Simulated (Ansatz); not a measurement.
System: N$_{2}$O, net charge -1, doublet state. 
Geometry from a B3LYP-D3(BJ)/def2-TZVP (Ansatz, a first-principles code) optimisation:
```
N
N 1 1.1903
O 1 1.3079 2 133.14
```
Charge -1, spin multiplicity 2.

Basis-set convergence of Hartree-Fock and MP2 correlation energies (hartree) with Ansatz. Cores are frozen in the correlated levels unless marked. Open shells are spin-unrestricted. No spin-orbit coupling. Non-relativistic.

```tsv
basis	functions	E(HF)	E(corr, MP2)
aug-cc-pVDZ	69	-183.69571	-0.52646
aug-cc-pVTZ	138	[?]	[?]
```

Question: Complete the blanks.

Answer: 
- aug-cc-pVTZ, E(HF): -183.73373
- aug-cc-pVTZ, E(corr, MP2): -0.63539
